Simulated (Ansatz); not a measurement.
The input, for Ansatz 0.2.0:

```yaml
crystal:
  periodic: [false, false, false]
  atoms:
    - {symbol: Al, position_ang: [-0.997651, 0.022483, 0.000000]}
    - {symbol: H, position_ang: [-1.790574, 1.395868, 0.000000]}
    - {symbol: H, position_ang: [-1.790575, -1.350901, 0.000000]}
    - {symbol: H, position_ang: [0.637349, 0.022483, 0.000000]}
    - {symbol: N, position_ang: [1.972349, 0.022483, 0.000000]}
    - {symbol: H, position_ang: [2.241431, -0.981743, 0.000000]}
basis:
  gaussian: {orbitals: STO-3G}
magnetization: {spin_polarized: false, initial_magnetization: 2}
correlation: {method: ccsdtq, electrons: valence}
scf: {lower_state_search: off}
```

```sh
$ ansatz run in.yaml --threads 1 --pin off --events-out ev --progress --plain --max-ram 2393MiB
```

Log:

```
these checks for a lower state are left out or cut short: stability, starts, cluster_reference, orbital_swaps, neighbouring_geometries, increment
288 factors; integrals over basis functions are off by at most 3.0e-8 eV
mean field evaluation 1: about -8023.2834 eV, gradient 1.4e1 eV
mean field evaluation 2: about -8023.3274 eV, gradient 1.4e1 eV
mean field evaluation 4: about -8024.8715 eV, gradient 1.8e0 eV
mean field evaluation 8: about -8024.9728 eV, gradient 1.4e-1 eV
mean field -8024.97322397 eV, -294.9123264585 hartree, gradient 5.5e-6 eV, S^2 2.000000; 0 other end points of the search recorded, 0 dependent functions left out
6 core orbitals not correlated: weight in the atoms' cores, before any rotation towards them, 0.999 or more for the frozen orbitals, at most 0.000 for the correlated occupied ones
reference -8024.97322397 eV, -294.9123264585 hartree; 7, 5 occupied and 5, 7 virtual orbitals, 288 factors
second order -1.61449596 eV of doubles, -0.13535888 eV of singles
cycle   1  -2.29173965 eV  change   -5.4e-1 eV  update   6.6e-2
cycle   2  -2.62041021 eV  change   -3.3e-1 eV  update   3.0e-2
cycle   3  -2.64177375 eV  change   -2.1e-2 eV  update   9.6e-3
cycle   4  -2.65074281 eV  change   -9.0e-3 eV  update   4.9e-3
cycle   5  -2.65301014 eV  change   -2.3e-3 eV  update   2.1e-3
cycle   6  -2.65267518 eV  change    3.3e-4 eV  update   1.0e-3
cycle   7  -2.65236801 eV  change    3.1e-4 eV  update   4.7e-4
cycle   8  -2.65256702 eV  change   -2.0e-4 eV  update   2.6e-4
cycle   9  -2.65268661 eV  change   -1.2e-4 eV  update   1.4e-4
cycle  10  -2.65263714 eV  change    4.9e-5 eV  update   9.1e-5
cycle  11  -2.65264294 eV  change   -5.8e-6 eV  update   7.8e-5
cycle  12  -2.65263623 eV  change    6.7e-6 eV  update   5.0e-5
cycle  13  -2.65263496 eV  change    1.3e-6 eV  update   2.5e-5
cycle  14  -2.65263831 eV  change   -3.3e-6 eV  update   8.8e-6
cycle  15  -2.65264006 eV  change   -1.7e-6 eV  update   4.0e-6
cycle  16  -2.65264006 eV  change   -7.3e-9 eV  update   1.8e-6
cycle  17  -2.65263989 eV  change    1.8e-7 eV  update   1.8e-6
cycle  18  -2.65263969 eV  change    2.0e-7 eV  update   1.5e-6
Total energy: -8027.62586366 eV, -295.0098091691 hartree
Checks for a lower state left out: stability, starts, cluster_reference, orbital_swaps, neighbouring_geometries, increment
```

Ran on 1 thread of Arm Neoverse V2, shared host: 24 s wall, 0.33 GiB peak host memory.
